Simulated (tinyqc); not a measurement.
Stretching all distances: RHF, UHF, MP2, CISD and CCSD against full CI in the sto-3g basis, for H2O, spin multiplicity 1. Computed by the program tinyqc with PySCF. All coordinates are multiplied by the scale. c0^2 is the weight of the RHF determinant in the lowest singlet FCI state (UHF is spin-contaminated and may lie near states of higher spin) and n(LUMO) the first natural occupation beyond the occupied space.

Geometry (angstrom):
```
atom       x        y       z
O     0.0000   0.0000  0.0000
H     0.0000   0.7470  0.5680
H     0.0000  -0.7830  0.5950
```

Full CI energy (hartree) and errors against it (kcal/mol):
```
scale  distance 1-2 (angstrom)     E(FCI)      RHF     UHF     MP2    CISD    CCSD  <S^2> UHF   c0^2  n(LUMO)
0.930                    0.873  -74.98160   26.268  26.268   7.120   0.291   0.057      0.000  0.980    0.022
1.150                    1.079  -75.01005   44.958  44.958  13.913   1.135   0.144      0.000  0.951    0.054
1.600                    1.501  -74.86031  114.103  55.174  39.729  10.929   0.586      1.334  0.785    0.251
1.820                    1.708  -74.80134  162.734  30.814  55.969  22.868  -1.074      1.704  0.644    0.425
2.040                    1.914  -74.76649  216.454  14.089  71.995  37.742  -7.508      1.869  0.486    0.611
```

Estimate the missing row, scale = 1.38.

Computed row:
```
scale  distance 1-2 (angstrom)     E(FCI)     RHF     UHF     MP2   CISD   CCSD  <S^2> UHF   c0^2  n(LUMO)
1.380                    1.295  -74.93791  74.866  69.570  25.225  4.086  0.395      0.477  0.888    0.127
```

UHF parts from RHF first at scale 1.38 of those listed, where <S^2> leaves zero. The weight c0^2 goes from 0.98 to 0.49 and n(LUMO) from 0.02 to 0.61: static correlation grows as the bonds break into open-shell fragments. The spread of the error along the curve, which distorts its shape, is CCSD 8.1, CISD 37.5, UHF 55.5, MP2 64.9, RHF 190.2 kcal/mol. Below FCI somewhere: CCSD, as non-variational methods may be.
